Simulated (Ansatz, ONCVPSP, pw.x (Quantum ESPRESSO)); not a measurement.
pw.x on diamond Zr: one setting changed

Potential: optimised norm-conserving Vanderbilt (ONCV), ONCVPSP 4.0.1.1 (patched build), PBEsol; core [Ar] 3d10, reference 4s2 4p6 4d2 5s1.5 5p0.5; waves: 4s+5s: rc 2.25 bohr, ncon 4, nbas 7, qcut 6.4 1/bohr, 2 projectors; 4p+5p: rc 2.60 bohr, ncon 4, nbas 8, qcut 6 1/bohr, 2 projectors; 4d: rc 2.25 bohr, ncon 5, nbas 9, qcut 6.5 1/bohr, local; local part: the d channel; core correction: Teter function, fcfact 7.7, rcfact 1.15.

The reference run (k-mesh 8³, cutoffs 50/200 Ry, Fermi–Dirac 0.01 Ry, mixing_beta 0.4, conv_thr 1e-9, no spin) gives 0.30 GPa at 29.112 Å³/atom, where all-electron LAPW gives 0.02 GPa. This run, with its own iteration cap, changes tot_charge to -2, a wrong or extreme entry chosen on purpose.

```
&control
  calculation='scf', prefix='x', pseudo_dir='./', outdir='./tmp', tstress=.true., disk_io='none'
/
&system
  ibrav=0, nat=2, ntyp=1, ecutwfc=50, ecutrho=200, nbnd=21,
  occupations='smearing', smearing='fd', degauss=0.01, tot_charge=-2
/
&electrons
  conv_thr=1e-09, mixing_beta=0.4, electron_maxstep=70
/
ATOMIC_SPECIES
Zr 1.0 Zr.UPF
CELL_PARAMETERS angstrom
  0.00000000 3.07626691 3.07626691
  3.07626691 0.00000000 3.07626691
  3.07626691 3.07626691 0.00000000
ATOMIC_POSITIONS crystal
Zr 0.0000 0.0000 0.0000
Zr 0.2500 0.2500 0.2500
K_POINTS automatic
8 8 8 0 0 0
```

```bash
pw.x < Zr.scf.in > Zr.scf.out
```

Q: How does the run end?

A: It converges in 8 iterations; the free energy moves by +10.28 eV/atom and the pressure by +74.48 GPa. The cell is charged against a uniform background, so energy and pressure depend on the zero of the potential and are not those of the crystal.

```
Message from routine setup:
     using ibrav=0 with symmetry is DISCOURAGED, use correct ibrav instead
     lattice parameter (alat)  =       8.2213  a.u.
     unit-cell volume          =     392.9150 (a.u.)^3
     number of electrons       =        26.00
     number of Kohn-Sham states=           21
     kinetic-energy cutoff     =      50.0000  Ry
     charge density cutoff     =     200.0000  Ry
     scf convergence threshold =      1.0E-09
     Exchange-correlation= PBESOL
     number of k points=    29  Fermi-Dirac smearing, width (Ry)=  0.0100
     iteration #  1     ecut=    50.00 Ry     beta= 0.40
     total energy              =    -203.47301108 Ry
     estimated scf accuracy    <       0.96441344 Ry
     iteration #  2     ecut=    50.00 Ry     beta= 0.40
     total energy              =    -203.61085920 Ry
     estimated scf accuracy    <       0.04192688 Ry
     iteration #  3     ecut=    50.00 Ry     beta= 0.40
     total energy              =    -203.61416361 Ry
     estimated scf accuracy    <       0.00668429 Ry
     iteration #  4     ecut=    50.00 Ry     beta= 0.40
     total energy              =    -203.61485321 Ry
     estimated scf accuracy    <       0.00031851 Ry
     iteration #  5     ecut=    50.00 Ry     beta= 0.40
     total energy              =    -203.61493558 Ry
     estimated scf accuracy    <       0.00040513 Ry
     iteration #  6     ecut=    50.00 Ry     beta= 0.40
     total energy              =    -203.61498997 Ry
     estimated scf accuracy    <       0.00001008 Ry
     iteration #  7     ecut=    50.00 Ry     beta= 0.40
     total energy              =    -203.61499194 Ry
     estimated scf accuracy    <       0.00000018 Ry
     iteration #  8     ecut=    50.00 Ry     beta= 0.40
     the Fermi energy is    10.5486 ev
!    total energy              =    -203.61499201 Ry
     estimated scf accuracy    <          5.0E-10 Ry
     smearing contrib. (-TS)   =      -0.02215765 Ry
     The total energy is F=E-TS. E is the sum of the following terms:
     one-electron contribution =     -71.47851181 Ry
     hartree contribution      =      44.10773154 Ry
     xc contribution           =     -42.78688667 Ry
     ewald contribution        =    -133.43516742 Ry
     convergence has been achieved in   8 iterations
          total   stress  (Ry/bohr**3)                   (kbar)     P=      747.83
     Message from routine punch:
     Nothing written, as per user request (disk_io='none')
```

The run took about 20 s on one core of a shared host (Neoverse-V1, 32 threads, 247 GiB, load 15).
